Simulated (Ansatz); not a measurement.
Run this with the Ansatz DFT code, driven from Python and show what comes out.

`ch5fn2.py`
```python
"""CH5FN2 at several levels of theory."""

from pathlib import Path

import ansatz as az
import numpy as np


def main() -> None:
    system = (
        az.Crystal.molecule()
        .atom("N", [-0.9175, 0.4287, -0.4787])
        .atom("C", [0.3709, 0.0909, -0.2104])
        .atom("N", [0.256, -0.5127, 1.0577])
        .atom("F", [0.8113, -0.847, -1.0941])
        .atom("H", [-0.9757, 0.9098, -1.4209])
        .atom("H", [-1.2227, 1.1952, 0.1915])
        .atom("H", [1.1131, 0.9249, -0.2441])
        .atom("H", [1.1449, -1.0951, 1.152])
        .atom("H", [-0.4917, -1.1411, 1.0299])
    )

    model = system.calculation().basis(gaussian="cc-pVDZ")

    print("functional    E (Ha)        dipole (D)   HOMO (eV)  LUMO (eV)")
    for name in ["revpbe", "pbe", "b3lyp", "r2scan", "blyp", "hse06"]:
        r = model.functional(name).forces().orbitals().run(threads=1, pin="off", runs_dir="runs").report
        lines = Path(r["orbitals_path"]).read_text().splitlines()
        field_of = lambda key: [line.split("=")[1].strip() for line in lines if line.startswith(key)]
        orbitals = [(27.211386 * float(e), s, float(n)) for e, s, n in zip(field_of("Ene="), field_of("Spin="), field_of("Occup="))]
        homo = max(e for e, _, n in orbitals if n > 0.5)
        lumo = min(e for e, _, n in orbitals if n < 0.5)
        dipole = 4.803205 * np.linalg.norm(r["charge_distribution"]["dipole_moment_e_ang"])
        print(f"{name:10s} {r['free_energy_ev'] / 27.211386246:14.6f} {dipole:9.3f} {homo:11.3f} {lumo:10.3f}")


if __name__ == "__main__":
    main()
```

```console
$ python ch5fn2.py
functional    E (Ha)        dipole (D)   HOMO (eV)  LUMO (eV)
revpbe        -250.370521     1.230      -5.522      0.809
pbe           -250.171152     1.242      -5.555      0.746
b3lyp         -250.451222     1.336      -6.954      1.286
r2scan        -250.329420     1.328      -5.981      1.466
blyp          -250.372481     1.234      -5.418      0.692
hse06         -250.178240     1.360      -6.854      1.306
```

Caveats:
- Total energies depend on the basis set; only differences at equal settings carry meaning.
- The geometry is a force-field or estimated start, not a minimum of this method, and the basis set is short of its limit. A lower total doesn't mark the better method: functionals have no common bound, and MP2 and coupled cluster aren't variational.
- b3lyp holds the VWN-RPA fit, as in Gaussian; the form of ORCA and Turbomole is b3lyp5.
- Levels such as HOMO and LUMO are orbital energies: with these approximate functionals they aren't the ionisation energy and electron affinity, and their gap isn't the fundamental gap.
- hse06 follows the composition of plane-wave codes, whose totals differ by tens of mHa, up to about 0.1 Ha, from the form usual in Gaussian-basis programs (wpbeh).
- It ran for 14 s on 1 thread of Arm Neoverse V2, on a shared host, peak memory 0.22 GiB.
